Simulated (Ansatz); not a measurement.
Body-centred tetragonal In was calculated with r²SCAN+SOC (PAW; Ansatz, a quantum-chemistry and plane-wave program).

Run with plane-wave cutoff 560 eV, 24×24×24 k mesh, Fermi–Dirac smearing 0.05 eV, PAW data made under PBE.

Properties against volume:

Shape and atoms are relaxed at each volume.

```tsv
V (Å³/atom)	P (GPa)	c (Å)	a (Å)
25.181	1.91	4.906	3.204
25.705	0.90	4.949	3.223
26.230	-0.01	4.983	3.245
26.754	-0.81	5.018	3.266
27.279	-1.51	5.058	3.284
```
